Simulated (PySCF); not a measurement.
# CHF: the cost of one run

Computed with PySCF 2.14.0 and routines of our own; the level stands in each step. Atoms count from 0.

## 1. The system as given

3 atoms, charge 0, multiplicity 3; geometry from: GFN2-xTB.

## 2. Open-shell or spin-flip excitations: unrestricted TDDFT PBE0/def2-SVPD

What the job is given:

```
{"job": {"kind": "uabs", "xc": "PBE0", "basis": "def2-SVPD", "nstates": 10, "tda": false}, "charge": 0, "multiplicity": 3}
C     -0.105600     0.379861    -0.002810
F      1.098741    -0.150315    -0.011526
H     -0.981660    -0.232084     0.001783
```

With the program's defaults for keys left out, this is: unrestricted TDDFT PBE0/def2-SVPD, vertical, gas phase, core orbitals frozen in the response.

The run is started by

```bash
$ OMP_NUM_THREADS=1 python excited_run.py task.json out
```

This one command runs all jobs of the session in turn.

Q: Estimate the wall time and peak memory of this first job on 1 thread of Arm Neoverse V1, shared host.

About 2.4 s, with a peak of 0.24 GiB.
